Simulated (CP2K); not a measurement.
# SiNH5F+ (SMILES [NH3+][SiH2]F): a first try and a second

Wanted: energy and forces of SiNH5F+, AM1.

Program for the calculation: CP2K 2026.2.

4 further runs of the same task are left out: 2 that didn't finish, 2 set aside as unsound or not needed.

### 1 The structure to begin with

SiNH5F+ has 8 atoms, charge +1, and is taken as a singlet. As SMILES, `[NH3+][SiH2]F`. Geometry: relaxed at GFN2-xTB.

Bond lengths: N1–Si2 1.922 Å, Si2–F3 1.584 Å, N1–H4 1.025 Å, N1–H5 1.025 Å, N1–H6 1.022 Å, Si2–H7 1.444 Å, Si2–H8 1.444 Å. Some angles: N1–Si2–F3 95.1°, N1–Si2–H7 103.5°, N1–Si2–H8 103.6°, F3–Si2–H7 110.8°, F3–Si2–H8 110.8°, Si2–N1–H4 110.9°, Si2–N1–H5 110.8°, Si2–N1–H6 113.8°, H7–Si2–H8 127.3°, H4–N1–H5 106.3°.

### 2 The input as first written

File job.inp:

```
&GLOBAL
    PROJECT_NAME job
    RUN_TYPE ENERGY_FORCE
    PRINT_LEVEL MEDIUM
&END GLOBAL
&FORCE_EVAL
    METHOD QS
    &DFT
        CHARGE 1
        MULTIPLICITY 1
        &QS
            METHOD AM1
            EPS_DEFAULT 1.0E-10
            &SE
                &COULOMB
                    CUTOFF [angstrom] 50
                    RC_RANGE [angstrom] 0
                &END COULOMB
                &EXCHANGE
                    CUTOFF [angstrom] 50
                    RC_RANGE [angstrom] 0
                &END EXCHANGE
            &END SE
        &END QS
        &POISSON
            PERIODIC NONE
            POISSON_SOLVER ANALYTIC
        &END POISSON
        &SCF
            SCF_GUESS ATOMIC
            EPS_SCF 1.0E-07
            MAX_SCF 82
            ADDED_MOS 8
            &DIAGONALIZATION
                ALGORITHM STANDARD
            &END DIAGONALIZATION
            &MIXING
                METHOD DIRECT_P_MIXING
                ALPHA 0.4
            &END MIXING
        &END SCF
        &PRINT
            &MOMENTS
                PERIODIC F
                REFERENCE COM
                MAX_MOMENT 1
            &END MOMENTS
            &MO ON
                ENERGIES T
                OCCUPATION_NUMBERS T
                NDIGITS 6
                &EACH
                    QS_SCF 0
                &END EACH
                ADD_LAST NUMERIC
            &END MO
            &HIRSHFELD OFF
            &END HIRSHFELD
        &END PRINT
    &END DFT
    &SUBSYS
        &CELL
            ABC [angstrom] 17.1 17.5 17.1
            PERIODIC NONE
        &END CELL
        &COORD
            N     -1.012553     1.113786    -0.881293
            Si     0.957864    -1.141867     1.174427
            F      2.701836    -2.088998    -1.066675
            H     -1.903823     0.148948    -2.305882
            H      0.121661     2.427712    -1.742800
            H     -2.370208     2.077829     0.098833
            H      2.332489     0.537400     2.827824
            H     -0.827247    -3.074830     1.895565
        &END COORD
        &TOPOLOGY
            &CENTER_COORDINATES
            &END CENTER_COORDINATES
        &END TOPOLOGY
    &END SUBSYS
    &PRINT
        &FORCES ON
        &END FORCES
    &END PRINT
&END FORCE_EVAL
```

Command:

```
OMP_NUM_THREADS=1 cp2k.psmp -i job.inp -o job.out
```

The log of the run:

```text
CP2K| version string:                                       CP2K version 2026.2
[...]
 GLOBAL| Method name                                                        CP2K
[...]
 GLOBAL| Run type                                                   ENERGY_FORCE
[...]
 *** WARNING in qs_environment.F:2210 :: More added MOs requested than     ***
 *** available. The full set of unoccupied MOs will be used. Use           ***
 *** 'ADDED_MOS -1' to always use all available MOs and to get rid of this ***
[...]
                             - Atoms:                                          8
[...]
                             - Spherical basis functions:                     17
[...]
 Number of electrons:                                                         20
[...]
     1 P_Mix/Diag. 0.40E+00    0.0     0.98130184       -27.3769135150 -2.74E+01
[...]
    38 DIIS/Diag.  0.68E-07    0.0     0.00000009       -29.6761648054 -6.39E-14
  *** SCF run converged in    38 steps ***
  Core-core repulsion energy [eV]:                            626.42774167371931
  Core Hamiltonian energy [eV]:                             -1332.28990146189517
  Two-electron integral energy [eV]:                         -203.33470424137207
  Electronic energy [eV]:                                   -1433.95725358258119
  Total energy [eV]:                                         -807.52951190886165
  Atomic reference energy [eV]:                               842.39851104146715
  Heat of formation [kcal/mol]:                               804.09828605644884
[...]
 SE_DIPOLE| Moment [Debye]          4.89514785      -1.95080119      -9.04061063
 SE_DIPOLE| Derivative [a.u.]       0.00000000       0.00000000       0.00000000
 ENERGY| Total FORCE_EVAL ( QS ) energy [hartree]            -29.676164805352123
 FORCES| Atomic forces [hartree/bohr]
 FORCES|   Atom     x               y               z               |f|
 FORCES|      1 -4.18190996E-02  4.91832312E-02 -4.87535829E-02   8.08995622E-02
 FORCES|      2  2.92390786E-02 -2.14548088E-02 -1.59675914E-02   3.96257052E-02
 FORCES|      3 -4.14314996E-02  2.28246828E-02  5.19945105E-02   7.02919940E-02
 FORCES|      4  4.26533540E-02  5.34811411E-02  6.96080465E-02   9.75951904E-02
 FORCES|      5 -6.16216999E-02 -6.38351419E-02  4.06042548E-02   9.75749187E-02
 FORCES|      6  6.71765449E-02 -4.61378738E-02 -5.48130862E-02   9.82133698E-02
 FORCES|      7 -2.21781619E-02 -2.57022205E-02 -2.87354313E-02   4.44769605E-02
 FORCES|      8  2.79814834E-02  3.16409901E-02 -1.39371201E-02   4.44787475E-02
 FORCES| Sum     7.63278329E-17 -5.55111512E-17  1.52655666E-16
 FORCES| Total atomic force                                       1.79474729E-16
[...]
```

Run time: 0.48 s. Hardware: 1 thread of Arm Neoverse N1, shared host; peak memory 0.14 GiB.

### 3 What went wrong

The program ended normally, but the settings are unsound, so its numbers aren't properties of the molecule.

The cause is that numbers in bohr are read as ångström, which stretches the molecule by 1.89. As the program read them, the closest atoms are 1.93 Å apart, against 1.02 Å in the sound input.

### 4 Try two

File molecule.xyz:

```xyz
8

N     -0.535820     0.589390    -0.466360
Si     0.506880    -0.604250     0.621480
F      1.429750    -1.105450    -0.564460
H     -1.007460     0.078820    -1.220220
H      0.064380     1.284690    -0.922250
H     -1.254260     1.099540     0.052300
H      1.234300     0.284380     1.496420
H     -0.437760    -1.627130     1.003090
```

Edit job.inp of step 2 so:

```diff
@@ -5,7 +5,7 @@
 &END GLOBAL
+
 &FORCE_EVAL
-    METHOD QS
+    METHOD Quickstep
     &DFT
         CHARGE 1
-        MULTIPLICITY 1
         &QS
@@ -31,3 +31,3 @@
             EPS_SCF 1.0E-07
-            MAX_SCF 82
+            MAX_SCF 150
             ADDED_MOS 8
@@ -62,16 +62,8 @@
         &CELL
-            ABC [angstrom] 17.1 17.5 17.1
+            ABC 14.7 14.9 14.7
             PERIODIC NONE
         &END CELL
-        &COORD
-            N     -1.012553     1.113786    -0.881293
-            Si     0.957864    -1.141867     1.174427
-            F      2.701836    -2.088998    -1.066675
-            H     -1.903823     0.148948    -2.305882
-            H      0.121661     2.427712    -1.742800
-            H     -2.370208     2.077829     0.098833
-            H      2.332489     0.537400     2.827824
-            H     -0.827247    -3.074830     1.895565
-        &END COORD
         &TOPOLOGY
+            COORD_FILE_NAME molecule.xyz
+            COORD_FILE_FORMAT XYZ
             &CENTER_COORDINATES
```

Command:

```
OMP_NUM_THREADS=1 cp2k.psmp -i job.inp > job.out 2>&1
```

The log of the run:

```text
CP2K| version string:                                       CP2K version 2026.2
[...]
 GLOBAL| Method name                                                        CP2K
[...]
 GLOBAL| Run type                                                   ENERGY_FORCE
[...]
 *** WARNING in qs_environment.F:2210 :: More added MOs requested than     ***
 *** available. The full set of unoccupied MOs will be used. Use           ***
 *** 'ADDED_MOS -1' to always use all available MOs and to get rid of this ***
[...]
                             - Atoms:                                          8
[...]
                             - Spherical basis functions:                     17
[...]
 Number of electrons:                                                         20
[...]
     1 P_Mix/Diag. 0.40E+00    0.0     0.62798317       -26.2669352968 -2.63E+01
[...]
    17 DIIS/Diag.  0.22E-07    0.0     0.00000005       -30.8738421714 -3.20E-14
  *** SCF run converged in    17 steps ***
  Core-core repulsion energy [eV]:                           1083.31081402011046
  Core Hamiltonian energy [eV]:                             -1371.53403892356164
  Two-electron integral energy [eV]:                        -1103.79349109890268
  Electronic energy [eV]:                                   -1923.43078447301264
  Total energy [eV]:                                         -840.11997045290229
  Atomic reference energy [eV]:                               842.39851104146715
  Heat of formation [kcal/mol]:                                52.54439839260473
[...]
 SE_DIPOLE| Moment [Debye]          4.32369512      -3.68828484      -0.36947364
 SE_DIPOLE| Derivative [a.u.]       0.00000000       0.00000000       0.00000000
 ENERGY| Total FORCE_EVAL ( QS ) energy [hartree]            -30.873842171407375
 FORCES| Atomic forces [hartree/bohr]
 FORCES|   Atom     x               y               z               |f|
 FORCES|      1 -9.93637915E-03  8.85551964E-03 -8.80580407E-04   1.33389385E-02
 FORCES|      2 -9.08287468E-03  6.49083772E-03  5.63539129E-03   1.25054877E-02
 FORCES|      3  2.37927827E-02 -1.56903972E-02 -1.98258261E-02   3.47181286E-02
 FORCES|      4  1.30118049E-03  2.54273078E-03  3.37095792E-03   4.41836030E-03
 FORCES|      5 -3.06238415E-03 -2.32358998E-03  2.14981968E-03   4.40442865E-03
 FORCES|      6  2.73620064E-03 -1.77276995E-03 -2.55829361E-03   4.14419756E-03
 FORCES|      7 -4.64202642E-03 -1.08001319E-03  5.53185638E-03   7.30179928E-03
 FORCES|      8 -1.10649939E-03  2.97768217E-03  6.57667488E-03   7.30366925E-03
 FORCES| Sum     5.68989300E-16  4.30211422E-16  1.66533454E-16
 FORCES| Total atomic force                                       7.32505346E-16
[...]
```

Wall time 0.42 s (1 thread of Arm Neoverse N1, shared host); peak memory 0.14 GiB.

### 5 Results

At AM1:

```
                                 quantity          value
                             total energy   -30.87384 Eh
                              HOMO energy      -17.21 eV
                              LUMO energy       -5.50 eV
                            HOMO–LUMO gap       11.71 eV
heat of formation at this unrelaxed shape  52.5 kcal/mol
                 largest force on an atom     1.785 eV/Å
```

What this shows: The first attempt's energy was +32.590 eV off this one. The largest force is 1.79 eV/Å: the shape isn't a stationary point for this species at this level.
